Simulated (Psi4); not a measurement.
Reaction (SMILES): S (H2S) + H+ → [SH3+]
B3LYP-D3(BJ)/def2-TZVP geometries, fixed; electronic energies without zero-point terms; positive where energy is released.

Basis-set convergence of the proton affinity at PBE with Psi4. Cartesian d functions, on some or all atoms, in 6-31G*, 6-31+G*; all else is spherical. Density fitting with the program's default auxiliary sets. Psi4's default fitting sets serve the pcseg sets less well. No added dispersion term, no relativity. Functions are those of the species that has most. Reference: the value in aug-cc-pV(Q+d)Z, 174.99 kcal/mol, itself unsure by roughly 0.12 kcal/mol (its mean distance from cc-pV(5+d)Z, def2-QZVPPD, def2-QZVPP). Deviations are taken from unrounded values.

```json
[
 {"basis": "6-31G*", "functions": "25", "proton affinity (kcal/mol)": "173.60"},
 {"basis": "6-31+G*", "functions": "29", "proton affinity (kcal/mol)": "172.77"},
 {"basis": "def2-SVP", "functions": "33", "proton affinity (kcal/mol)": "176.22"},
 {"basis": "def2-SVPD", "functions": "51", "proton affinity (kcal/mol)": "173.25"},
 {"basis": "pcseg-1", "functions": "33", "proton affinity (kcal/mol)": "173.20"},
 {"basis": "aug-pcseg-1", "functions": "54", "proton affinity (kcal/mol)": "173.42"},
 {"basis": "cc-pV(D+d)Z", "functions": "38", "proton affinity (kcal/mol)": "176.13"},
 {"basis": "aug-cc-pV(D+d)Z", "functions": "59", "proton affinity (kcal/mol)": "173.91"},
 {"basis": "6-311G**", "functions": "44", "proton affinity (kcal/mol)": "173.92"},
 {"basis": "6-311+G**", "functions": "48", "proton affinity (kcal/mol)": "174.07"},
 {"basis": "def2-TZVP", "functions": "55", "proton affinity (kcal/mol)": "175.42"},
 {"basis": "def2-TZVPD", "functions": "73", "proton affinity (kcal/mol)": "174.73"},
 {"basis": "pcseg-2", "functions": "76", "proton affinity (kcal/mol)": "174.96"},
 {"basis": "aug-pcseg-2", "functions": "119", "proton affinity (kcal/mol)": "174.67"},
 {"basis": "cc-pV(T+d)Z", "functions": "81", "proton affinity (kcal/mol)": "175.39"},
 {"basis": "aug-cc-pV(T+d)Z", "functions": "124", "proton affinity (kcal/mol)": "174.85"},
 {"basis": "def2-TZVPP", "functions": "84", "proton affinity (kcal/mol)": "175.53"},
 {"basis": "def2-TZVPPD", "functions": "102", "proton affinity (kcal/mol)": "174.86"},
 {"basis": "cc-pV(Q+d)Z", "functions": "154", "proton affinity (kcal/mol)": "175.22"},
 {"basis": "aug-cc-pV(Q+d)Z", "functions": "227", "proton affinity (kcal/mol)": "174.99"},
 {"basis": "def2-QZVPP", "functions": "160", "proton affinity (kcal/mol)": "175.17"},
 {"basis": "def2-QZVPPD", "functions": "178", "proton affinity (kcal/mol)": "175.00"},
 {"basis": "pcseg-3", "functions": "163", "proton affinity (kcal/mol)": "175.12"},
 {"basis": "aug-pcseg-3", "functions": "236", "proton affinity (kcal/mol)": "175.07"}
]
```

What the diffuse functions change, pair by pair:
- 6-31G* to 6-31+G*: 4 more functions, deviation -1.39 to -2.23 kcal/mol
- def2-SVP to def2-SVPD: 18 more functions, deviation 1.23 to -1.74 kcal/mol
- pcseg-1 to aug-pcseg-1: 21 more functions, deviation -1.79 to -1.57 kcal/mol
- cc-pV(D+d)Z to aug-cc-pV(D+d)Z: 21 more functions, deviation 1.14 to -1.08 kcal/mol
- 6-311G** to 6-311+G**: 4 more functions, deviation -1.07 to -0.92 kcal/mol
- def2-TZVP to def2-TZVPD: 18 more functions, deviation 0.43 to -0.26 kcal/mol
- pcseg-2 to aug-pcseg-2: 43 more functions, deviation -0.03 to -0.32 kcal/mol
- cc-pV(T+d)Z to aug-cc-pV(T+d)Z: 43 more functions, deviation 0.40 to -0.14 kcal/mol
- def2-TZVPP to def2-TZVPPD: 18 more functions, deviation 0.54 to -0.13 kcal/mol
- cc-pV(Q+d)Z to aug-cc-pV(Q+d)Z: 73 more functions, deviation 0.23 to 0.00 kcal/mol
- def2-QZVPP to def2-QZVPPD: 18 more functions, deviation 0.17 to 0.01 kcal/mol
- pcseg-3 to aug-pcseg-3: 73 more functions, deviation 0.12 to 0.08 kcal/mol

Leaving out the reference's own pair, they bring the value nearer the reference by more than 0.12 kcal/mol in 6 of 11 pairs.
